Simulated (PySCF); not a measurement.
A series of substituents X on one scaffold: vinyl-X. All species are isolated molecules in the gas phase. One relaxed conformer stands for each flexible species; it need not be the lowest. Strings in code marks are SMILES.

Excitations are Tamm–Dancoff values on a coarser integration grid. The basis has no diffuse functions, so Rydberg states are missing or too high.

A: X = methyl
B: X = H
C: X = vinyl (`C=CC=C` (C–C–C–C torsion 180°))
D: X = methylamino (`C=CNC` (C–C–N–C torsion 151°))

Task: Order them by brightest of the four lowest singlets (TDA) (lowest first) at the level TPSSh-D3(BJ)/def2-TZVP // B3LYP-D3(BJ)/def2-TZVP run with PySCF 2.14.0.

Result: C (6.35 eV), D (6.41 eV), A (8.08 eV), B (8.51 eV)
